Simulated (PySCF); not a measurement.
# AlPH6, a complex of two parts: interaction energy

Wanted: the interaction energy for `[AlH3]` with `P`.

Computed with PySCF 2.14.0; each step states its level. No surroundings beyond the atoms listed, unless a continuum is named. Atoms count from 0, parts from 1.

### Step 1. The system as given

8 atoms, charge 0, multiplicity 1; geometry: GFN2-xTB. Parts: 1 = atoms 0–3, `[AlH3]`, charge 0; 2 = atoms 4–7, `P`, charge 0.

### Step 2. Optimising the geometry at PBE0-D3(BJ)/def2-SVPD

Job settings and geometry (Å):

```
{"job": {"xc": "PBE0", "basis": "def2-SVPD", "d3": "d3bj", "grid": 2, "kind": "geom"}, "charge": 0, "multiplicity": 1, "parts": [{"atoms": "0-3", "charge": 0, "multiplicity": 1}, {"atoms": "4-7", "charge": 0, "multiplicity": 1}]}
Al    -0.199934    -0.208861     0.048280
H     -1.053880     0.373853    -1.124572
H      0.321363     0.792827     1.153069
H      0.532472    -1.580639    -0.110056
P     -2.030952    -0.851021     1.621074
H     -3.160776    -1.598937     1.913343
H     -2.587655     0.355072     2.006410
H     -1.425453    -1.077782     2.843678
```

Run with:

```sh
> OMP_NUM_THREADS=1 python cluster_run.py task.json out
```

The driver reads the jobs from task.json and runs them one after another.

**Question.** The jobs that follow are: CCSD(T)/aug-cc-pVDZ and MP2/aug-cc-pVTZ counterpoise interaction energy, frozen core, gas phase. Predict: point group; rotational constants (main isotopes); interaction energy, CCSD(T) limit estimate; MP2/aug-cc-pVTZ; T1 diagnostic.

The runs gave:

```
                                  quantity                  value
                               point group                    C3v
      rotational constants (main isotopes)  41.09, 4.37, 4.37 GHz
interaction energy, CCSD(T) limit estimate        -17.53 kcal/mol
                           MP2/aug-cc-pVTZ        -17.68 kcal/mol
                             T1 diagnostic                 0.0121
```

Over 8 steps the energy fell by 0.232 eV; of the bonds of the start, Al0–H3 changed most, 1.563 to 1.602 Å. No frequency check was run at this level, so the end point may be a saddle. The interaction energy leaves out the deformation of the parts, 3.22 kcal/mol; with it the binding is about -14.31 kcal/mol. The estimate adds CCSD(T) less MP2 in the small basis (+0.66 kcal/mol) to extrapolated MP2. Hartree-Fock gives -13.55 against -17.53 kcal/mol.
